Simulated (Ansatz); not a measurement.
This geometry of BH4N + H2O (9 atoms, charge 0, multiplicity 1) is a first-order saddle point.

These are results of RKS B3LYP/def2-SVP (Ansatz), not measurements.

```xyz
9
Properties=species:S:1:pos:R:3
B -0.039 0.217 0.247
N -0.003 0.062 1.810
H -0.740 -0.498 2.236
H 0.893 -0.190 2.225
H 1.025 0.006 -0.291
H -1.032 -0.276 -0.255
O -0.246 1.820 0.406
H -1.134 2.090 0.134
H -0.235 1.370 1.495
```

(1) Which two structures does it join? (They come from a converged band through this point; their orientation in space is the band's.)

(2) How far does it lie above each of them?

Answers

(1) Bonds broken: O7–H9. Bonds formed: B1–O7, N2–H9. BH4N + H2O becomes BH6NO.

First end point:

```xyz
9
Properties=species:S:1:pos:R:3
B 0.080 -0.344 0.297
N 0.085 -0.375 1.694
H -0.742 -0.562 2.250
H 0.936 -0.319 2.244
H 1.120 -0.208 -0.293
H -0.971 -0.482 -0.280
O -0.415 2.591 0.605
H -1.292 2.418 0.235
H -0.310 1.881 1.255
```

Last end point:

```xyz
9
Properties=species:S:1:pos:R:3
B -0.105 0.500 0.152
N 0.094 0.146 1.819
H -0.794 0.160 2.329
H 0.535 -0.766 1.957
H 1.052 0.376 -0.241
H -0.871 -0.389 -0.225
O -0.591 1.840 0.103
H -1.527 1.870 -0.115
H 0.698 0.863 2.229
```

(2) 0.48 eV above the first and 0.96 eV above the second. This is the barrier of this one path; another mechanism may lie lower. The orbitals stay closed-shell, which can raise the energy where a bond breaks towards radicals; this wasn't checked here.

Run time: 2.5 min on 1 thread of Arm Neoverse V1, with other jobs on the host, peak memory 0.14 GiB.
